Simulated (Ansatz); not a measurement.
# BClH5N: the cost of one run

All numbers below are computed with Ansatz 0.2.0 (RKS LDA/6-31G*).

## Step 1: The system as given

Bond lengths: B1–Cl2 2.210 Å, B1–H3 1.190 Å, B1–H4 1.190 Å, B1–N5 1.850 Å, N5–H6 1.060 Å, N5–H7 1.060 Å, Cl2–H8 1.382 Å, N5–H8 1.175 Å. Angles: B1–Cl2–H8 66.1°, Cl2–B1–H3 120.0°, Cl2–B1–H4 120.0°, Cl2–B1–N5 71.6°, H3–B1–H4 120.0°, H3–B1–N5 97.0°, H4–B1–N5 101.2°, B1–N5–H6 120.0°, B1–N5–H7 120.0°, B1–N5–H8 83.6°, H6–N5–H7 120.0°, H6–N5–H8 138.1°, H7–N5–H8 50.8°, Cl2–H8–N5 138.7°.

Coordinates:

```xyz
8

B     0.0000    0.0000    0.0000
Cl    0.0000    0.0000    2.2100
H     1.0305    0.0000   -0.5950
H    -1.0305    0.0000   -0.5950
N     0.0773   -1.7539    0.5833
H    -0.4410   -2.5119    0.0539
H     0.6400   -2.0009    1.4471
H     0.0556   -1.2621    1.6502
```

## Step 2: A restrained relaxation towards end A

Springs on the bonds that form and break draw the guess towards this end; the thresholds are loose.

Contents of input.yaml:

```yaml
crystal:
  periodic: [false, false, false]
  atoms:
    - { symbol: B, position_ang: [0.0, 0.0, 0.0] }
    - { symbol: Cl, position_ang: [0.0, 0.0, 2.21] }
    - { symbol: H, position_ang: [1.0305, 0.0, -0.595] }
    - { symbol: H, position_ang: [-1.0305, 0.0, -0.595] }
    - { symbol: "N", position_ang: [0.0773, -1.7539, 0.5833] }
    - { symbol: H, position_ang: [-0.441, -2.5119, 0.0539] }
    - { symbol: H, position_ang: [0.64, -2.0009, 1.4471] }
    - { symbol: H, position_ang: [0.0556, -1.2621, 1.6502] }
basis:
  gaussian: { orbitals: "6-31G*" }
hamiltonian:
  xc: lda
relax:
  f_tol: 0.15
  max_steps: 25
  restrain:
    - { distance: [0, 4], at: 2.75, k: 30.0 }
    - { distance: [7, 1], at: 2.57, k: 30.0 }
    - { distance: [0, 1], at: 1.86, k: 30.0 }
    - { distance: [7, 4], at: 1.06, k: 30.0 }
```

Launch:

```bash
ansatz run input.yaml --threads 1 --pin off --max-ram 2048MiB --backend cpu --events-out ev --progress --plain --runs-dir out
```

Q: Estimate wall time and peak memory on 1 thread of AMD EPYC 9R45 (Zen 5), shared host.

About 6.9 s, with a peak of 0.14 GiB.
